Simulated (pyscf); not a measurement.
PySCF, gas phase, ωB97X-D3(BJ)/def2-SVP geometries.

Estimate the classical barrier height and the reaction energy of `[NH2][SiH2][Cl]` + `[H][H]` → `[NH2][SiH3]` + `[ClH]` at ωB97M-D3(BJ)/def2-TZVP. The step runs on the singlet surface, breaks Cl–Si, H–H and forms H–Si, Cl–H; take the separated reactants as zero.

ΔE‡ = 204.4 kJ/mol, ΔE = +95.8 kJ/mol. Zero-point energy shifts the barrier by +12.6 kJ/mol. It is a four-centre exchange, with an imaginary mode of 835i cm⁻¹. This is the saddle that the search found; another between the same sides may lie lower.
